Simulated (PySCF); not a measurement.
Compound: 2-chloropropionitrile, C3H4ClN.
InChI=1S/C3H4ClN/c1-3(4)2-5/h3H,1H3/t3-/m1/s1

The closed-shell ground state was solved at several levels (PySCF, density fitting, gas phase, non-relativistic). Isolated species at its PBE0-D3(BJ)/def2-SVP geometry, gas phase.

```csv
level,basis functions,HOMO (eV),LUMO (eV),gap (eV),dipole (D)
B3LYP/def2-TZVP,185,-8.88,-1.05,7.83,3.66
PBE0/pcSseg-1,112,-9.19,-0.81,8.38,3.64
B3LYP/cc-pVTZ,210,-8.87,-1.02,7.85,3.61
CAM-B3LYP/def2-SVPD,139,-10.64,0.19,10.83,3.69
PBE/pcSseg-2,243,-7.76,-1.93,5.83,3.62
```

Estimate the row for B3LYP/6-31G*, a basis of 82 functions; the other rows only guide the guess.

HOMO -8.71 eV, LUMO -0.80 eV, gap 7.91 eV, dipole 3.49 D.

Over all these levels, which gives the widest orbital gap and which the narrowest?

CAM-B3LYP/def2-SVPD (range-separated hybrid) has the widest, 10.83 eV, and PBE/pcSseg-2 (GGA) the narrowest, 5.83 eV. Functional and basis both differ between the two, so the spread mixes both effects.

How much does the basis alone move the frontier levels among the 3 B3LYP rows (the withheld one included)?

The HOMO by 0.17 eV and the LUMO by 0.25 eV. By rising basis size (HOMO, LUMO in eV): 6-31G* -8.71, -0.80; def2-TZVP -8.88, -1.05; cc-pVTZ -8.87, -1.02.

How far do the dipole and the HOMO energy spread over the levels?

The dipole runs from 3.49 to 3.69 D (mean 3.62 D) and the HOMO from -10.64 to -7.76 eV.
